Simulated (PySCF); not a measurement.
# One reaction down a group: C, Si, Ge, Sn

The same gas-phase reaction for C, Si, Ge, Sn:
- 2 CCl₃ + CF₂ → 3 CCl₂ + F₂
- 2 SiCl₃ + SiF₂ → 3 SiCl₂ + F₂
- 2 GeCl₃ + GeF₂ → 3 GeCl₂ + F₂
- 2 SnCl₃ + SnF₂ → 3 SnCl₂ + F₂

Computed with PySCF and rigid-rotor harmonic-oscillator thermochemistry at 1 bar. † marks an energy on the PBE0/def2-TZVP geometry and frequencies. Open shells (unrestricted): CCl₃ (multiplicity 2), SiCl₃ (multiplicity 2), GeCl₃ (multiplicity 2), SnCl₃ (multiplicity 2); the rest are closed-shell singlets. B3LYP is the form with VWN-RPA correlation. Sn: scalar-relativistic def2 core potential, no spin-orbit coupling. Ge: all electrons, no relativistic terms. GeCl₃, SnCl₃: computed as isolated molecules; such fragments, hydroxides, amides, oligomers or adducts are transient or little studied in the gas. The harmonic model lacks anharmonicity and excited electronic states, which grow with temperature; levels with a mode under 35 cm⁻¹ are left out. Soft modes under 120 cm⁻¹ make the harmonic entropy rough for SnCl₃, SnCl₂.

ΔH°(298 K) in kJ, by level:

| level | C | Si | Ge | Sn |
|---|---|---|---|---|
| ωB97M-V/def2-TZVP† | 751.7 | 748.6 | 518.2 | 432.4 |
| BLYP/def2-TZVP† | 665.5 | 696.8 | 450.4 | 378.3 |
| PBE0/def2-SVP† | 823.5 | 736.8 | 510.6 | 393.8 |
| HF/def2-TZVP† | 863.4 | 893.5 | 621.6 | 506.5 |
| B3LYP/def2-TZVP† | 731.0 | 746.9 | 489.1 | 402.9 |

At ωB97M-V/def2-TZVP†, ΔH° falls from C to Sn, over a range of 319.3 kJ; the steps are -3.1, -230.4, -85.8 kJ. 2 of the 5 levels shown give the same order; BLYP/def2-TZVP†, HF/def2-TZVP†, B3LYP/def2-TZVP† order the members differently. The levels scatter most for C (197.9 kJ between the highest and the lowest) and least for Sn (128.2 kJ). ΔS°(298 K) runs from 135.0 to 151.9 J/K, so TΔS° at 298 K spreads over 5.0 kJ among the members, against 319.3 kJ for ΔH°.

Free energies at ωB97M-V/def2-TZVP†:

```
member  ΔS°(298 K), J/K  ΔG°(298 K), kJ  ΔG°(1800 K), kJ         ΔG° changes sign
------  ---------------  --------------  ---------------  -----------------------
C                 151.9             706              486  none from 298 to 2500 K
Si                150.7             704              492  none from 298 to 2500 K
Ge                145.1             475              277  none from 298 to 2500 K
Sn                135.0             392              211  none from 298 to 2500 K
```

The NASA 1993 table, where it holds all species, gives ΔH°(298 K) = 738 kJ for C, 863 kJ for Si; its entries are part measured, part old estimates, and weren't checked at source. After a fit of one offset per element over all species, the range-separated, M06-2X, PBE0/def2-QZVP and CCSD(T)/def2-TZVPP enthalpies, where run, lie to one side of the table for CF₂ (-21 kJ/mol), SiCl₃ (+68 kJ/mol), SiF₂ (-43 kJ/mol): a fault of the table's entry, another state or a shared error of the levels is possible; this was not checked at source.
